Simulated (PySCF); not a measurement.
## Simulated absorption spectrum

Species: C4H10O.
SMILES: `CCCOC`

Computed, not measured: TDDFT CAM-B3LYP/def2-SVPD, vertical, gas phase, core orbitals frozen in the response in PySCF 2.14.0, density-fitted response routines. Geometry: GFN2-xTB, one conformer, isolated molecule. Torsions of this conformer, `[CH3:1][CH2:2][CH2:3][O:4][CH3:5]`: C1–C2–C3–O4 180°, C2–C3–O4–C5 180°.

Computed states:

| state | E (eV) | f |
| --- | --- | --- |
| S1 | 7.16 | 0.026 |
| S2 | 8.00 | 0.0001 |
| S3 | 8.21 | 0.027 |
| S4 | 8.43 | 0.049 |
| S5 | 8.47 | 0.012 |
| S6 | 8.89 | 0.021 |
| S7 | 9.14 | 0.0037 |
| S8 | 9.22 | 0.0027 |

Each state is given a Gaussian of 0.4 eV full width at half maximum, with ε(max) = 2.175×10⁸ f / Δν̃ (Δν̃ the width in cm⁻¹). The cross-section is σ = 3.8235×10⁻²¹ ε cm², given in Mb (10⁻¹⁸ cm²). The width is an assumption, not a result. The curve ends short of the highest state used, and states not computed would add to its high-energy end.

Problem. Give the broadened spectrum and its maxima.

Solution. 
λ (nm), σ (Mb) and a bar:
```
    143.8      10.49 #################
    144.8      13.43 #####################
    145.9      16.53 ##########################
    147.0      18.50 #############################
    148.0      18.85 ##############################
    149.1      17.70 ############################
    150.1      15.64 #########################
    151.2      12.79 ####################
    152.2      10.07 ################
    153.3       7.26 ############
    154.3       5.07 ########
    155.4       3.18 #####
    156.4       1.95 ###
    157.5       1.05 ##
    158.5       0.56 #
    159.6       0.27 
    160.6       0.15 
    161.7       0.12 
    162.8       0.19 
    163.8       0.36 #
    164.9       0.69 #
    165.9       1.18 ##
    167.0       1.93 ###
    168.0       2.81 ####
    169.1       3.92 ######
    170.1       4.93 ########
    171.2       5.87 #########
    172.2       6.45 ##########
    173.3       6.66 ###########
    174.3       6.44 ##########
    175.4       5.82 #########
    176.4       5.00 ########
    177.5       3.99 ######
    178.6       2.99 #####
    179.6       2.18 ###
    180.7       1.46 ##
    181.7       0.97 ##
    182.8       0.59 #
    183.8       0.35 #
    184.9       0.19 
    185.9       0.11 
    187.0       0.05 
    188.0       0.03 
    189.1       0.01
```

Maxima: 173 nm (7.16 eV), ε about 1700, made up of S1 (100%); 148 nm (8.39 eV), ε about 4900, made up of S3 (20%), S4 (65%) and S5 (14%) (ε in L mol⁻¹ cm⁻¹; maxima over ε = 5, shares over 10%).

Problem. What would ε be at 8.39 eV, the highest of these maxima, with half the width (0.2 eV)?

Solution. About 7290 L mol⁻¹ cm⁻¹ against 4940, a factor of about 1.5; a lone state at its own centre would give exactly 2.

Problem. Does any computed singlet lie in the visible range?

Solution. No computed singlet lies in the visible range (380 to 750 nm); the lowest, at 173 nm, stands 3.89 eV above its violet end (3.26 eV).

Problem. Coming from long wavelengths, where does ε first pass 100 L mol⁻¹ cm⁻¹?

Solution. At about 184 nm (6.75 eV), 0.41 eV below S1.
